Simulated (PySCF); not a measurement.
Chlorine: a sound run and one with changed settings

Sound run: Cl [Ne] 3s2 3p5, Cl+ [Ne] 3s2 3p4. All numbers are calculated (PySCF 2.14, scalar relativity by spin-free X2C-1e, in cc-pVDZ-DK (4s3p1d, 18 functions)). The sound run starts from symmetry-adapted Hartree-Fock orbitals and uses a fine grid where one is needed.

Changed run: radial step 0.8 in ln r (0.13 in the sound run). This setting is unsound on purpose.

```
species  method  sound run (hartree)  changed run (hartree)  converged
     Cl     UHF           -460.87843             -460.87843        yes
     Cl  r2SCAN           -461.52449             -461.82014        yes
     Cl     LDA           -460.03802             -460.25811        yes
    Cl+     UHF           -460.44494             -460.44494        yes
    Cl+  r2SCAN           -461.04621             -461.30074        yes
    Cl+     LDA           -459.55531             -459.74608        yes
```

Ionisation energy of Cl:

```
method  sound run (eV)  changed run (eV)
   UHF          11.796            11.796
r2SCAN          13.015            14.134
   LDA          13.135            13.933
```

A coarse radial grid mis-integrates the density and the exchange-correlation energy, with errors of either sign; Hartree-Fock needs no grid.

For comparison, NIST gives 12.968 eV between the lowest levels.
